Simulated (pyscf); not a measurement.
Elementary routes open to `[OH][BH][OH]` + `[SiH4]` in the gas phase (singlet surface):
A. `[OH][SiH3]` + `[BH2][OH]` (B–O, H–Si broken; O–Si, B–H formed)
B. `[OH][BH][O][SiH3]` + `[H][H]` (H–O, H–Si broken; O–Si, H–H formed)

Structures and frequencies: ωB97X-D3(BJ)/def2-SVP in PySCF.

Q: Rank the routes by free-energy barrier at 298 K, lowest first, for ωB97M-D3(BJ)/def2-TZVP energies (ideal gas, 1 atm, RRHO with modes under 100 cm⁻¹ raised to 100, one conformer, R ln 2 for chiral ones without a mode under 150 cm⁻¹).

A: A (40.5 kcal/mol), B (49.2 kcal/mol)

Route A is the fastest of these, ahead of the next by 8.7 kcal/mol. The most stable products are those of B (ΔG = -16.8 kcal/mol), whose barrier is 8.7 kcal/mol higher: the kinetic and the thermodynamic product differ. At 1200 K A is still the fastest. Only these routes are compared; each barrier is that of the saddle found, and lower ones may exist.
